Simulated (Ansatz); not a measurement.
# ClH7Si2: the cost of one run

Program: Ansatz 0.2.0. Level of theory: RKS B3LYP-D4/def2-SVP. These are calculated values, not measurements.

## Step 1: Starting point

Bond lengths: Si1–Si2 2.570 Å, Si2–H3 1.460 Å, Si2–H4 1.460 Å, Si2–H5 1.460 Å, Si1–H6 1.460 Å, Si1–H7 1.459 Å, Si1–H8 1.459 Å, Si1–Cl9 2.430 Å, Si2–H10 1.560 Å, Cl9–H10 1.502 Å. Angles (14 of 22 angles, heavy atoms first): Si2–Si1–Cl9 71.6°, Si1–Si2–H3 109.5°, Si1–Si2–H4 109.5°, Si1–Si2–H5 109.5°, Si1–Si2–H10 68.7°, Si2–Si1–H6 109.5°, Si2–Si1–H7 109.5°, Si2–Si1–H8 109.5°, H6–Si1–Cl9 178.9°, H7–Si1–Cl9 70.0°, H8–Si1–Cl9 70.0°, Si1–Cl9–H10 73.8°, Si2–H10–Cl9 145.8°, H3–Si2–H4 109.4°.

Coordinates:

```xyz
10

Si    0.0000    0.0000    0.0000
Si    0.0000    0.0000    2.5700
H    -1.3148   -0.4067    3.0574
H     1.0096   -0.9353    3.0574
H     0.3052    1.3420    3.0574
H     1.3768    0.0000   -0.4862
H    -0.6877    1.1914   -0.4862
H    -0.6877   -1.1914   -0.4862
Cl   -2.3060    0.0000    0.7662
H    -1.4540    0.0000    2.0036
```

## Step 2: A restrained relaxation towards end A

Springs on the bonds that form and break draw the guess towards this end; the thresholds are loose.

input.yaml

```yaml
crystal:
  periodic: [false, false, false]
  atoms:
    - { symbol: Si, position_ang: [0.0, 0.0, 0.0] }
    - { symbol: Si, position_ang: [0.0, 0.0, 2.57] }
    - { symbol: H, position_ang: [-1.3148, -0.4067, 3.0574] }
    - { symbol: H, position_ang: [1.0096, -0.9353, 3.0574] }
    - { symbol: H, position_ang: [0.3052, 1.342, 3.0574] }
    - { symbol: H, position_ang: [1.3768, 0.0, -0.4862] }
    - { symbol: H, position_ang: [-0.6877, 1.1914, -0.4862] }
    - { symbol: H, position_ang: [-0.6877, -1.1914, -0.4862] }
    - { symbol: Cl, position_ang: [-2.306, 0.0, 0.7662] }
    - { symbol: H, position_ang: [-1.454, 0.0, 2.0036] }
basis:
  gaussian: { orbitals: def2-SVP }
hamiltonian:
  xc: b3lyp
  dispersion: d4
relax:
  f_tol: 0.15
  max_steps: 25
  restrain:
    - { distance: [0, 8], at: 3.33, k: 30.0 }
    - { distance: [9, 1], at: 2.66, k: 30.0 }
    - { distance: [0, 1], at: 2.22, k: 30.0 }
    - { distance: [9, 8], at: 1.37, k: 30.0 }
```

Command:

```sh
$ ansatz run input.yaml --threads 2 --pin off --max-ram 3072MiB --backend cpu --events-out ev --progress --plain --runs-dir out
```

What time and memory should one allow on 2 threads of AMD EPYC 9R45 (Zen 5), shared host?

About 6.4 s, with a peak of 0.2 GiB.
